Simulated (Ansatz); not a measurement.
A made-up structure of AlBSiH5 (charge -1), closed shell:

B1  (-1.151, 1.290, -1.226)
Si2  (0.265, 0.783, 0.284)
Al3  (0.876, -1.676, 0.932)
H4  (-1.782, 0.303, -1.901)
H5  (-1.466, 2.563, -1.561)
H6  (1.055, 2.011, 1.129)
H7  (0.130, -3.116, 0.134)
H8  (2.073, -2.157, 2.209)
(Å)

It is relaxed with PBE-D4/def2-SVPD and then PBE0-D4/def2-TZVPD (Ansatz 0.2.0). Atoms count as bonded within 1.22 times the sum of their covalent radii (H–H: 0.88 Å). The end point is not checked to be a true minimum.

**Question.** Does its bonding change? (A judgement: the text doesn't fix the answer.)

**Answer.** The calculation gives: No: no bond forms or breaks.

Where it ends: The first stage lowers the energy by 1.34 eV in 5 steps. It ends as AlBSiH₅ ([BH2][SiH][AlH2]), total charge -1:
```
8
angstrom
B -1.0279 1.1517 -1.0953
Si 0.2365 0.6991 0.2535
Al 0.7823 -1.4968 0.8327
H -1.5912 0.2706 -1.6976
H -1.3084 2.2890 -1.3931
H 0.9416 1.7958 1.0074
H 0.1163 -2.7829 0.1201
H 1.8509 -1.9264 1.9723
```

Labels in which every atom is bracketed show which atoms are joined, not bond orders.

For scale, one of the runs: PBE0-D4/def2-TZVPD relaxation, 168 basis functions, launched by `ansatz run in.yaml --threads 2 --pin off --events-out ev --progress --plain --max-ram 4352MiB`. Hardware: 2 CPU threads of an Arm Neoverse V2, shared host. Wall time about 24 s.
